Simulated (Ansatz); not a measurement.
A made-up structure of CH₂BS (charge +1), closed shell:

| atom | x (Å) | y (Å) | z (Å) |
| --- | --- | --- | --- |
| B1 | -0.1596 | -0.7199 | -0.2333 |
| C2 | -0.0613 | 0.7250 | 0.0749 |
| S3 | 1.1619 | -0.0702 | 0.8257 |
| H4 | -0.7779 | 1.0751 | 0.7732 |
| H5 | -0.3509 | 1.7703 | 0.0380 |

It is relaxed with PBE-D4/def2-SVP and then PBE0-D4/def2-TZVP (Ansatz 0.2.0). Atoms count as bonded within 1.22 times the sum of their covalent radii (H–H: 0.88 Å). The end point is not checked to be a true minimum.

Does its bonding change? (A judgement: the text doesn't fix the answer.)

By the calculation: Yes. Formed: none; broken: C2–S3.

Where it ends: The first stage lowers the energy by 4.36 eV in 13 steps. It ends as CH₂BS ([CH2][B][S]), total charge +1:
B1  (0.523, -0.005, 0.380)
C2  (-0.517, 1.035, 0.223)
S3  (1.654, -1.135, 0.551)
H4  (-1.438, 1.026, 0.810)
H5  (-0.410, 1.859, -0.485)
(Å)

Labels in which every atom is bracketed show which atoms are joined, not bond orders.

For scale, one of the runs: PBE0-D4/def2-TZVP relaxation, 111 basis functions, launched by `ansatz run in.yaml --threads 2 --pin off --events-out ev --progress --plain --max-ram 4352MiB`. Hardware: 2 CPU threads of an Arm Neoverse V2, shared host. Wall time about 7.5 s.
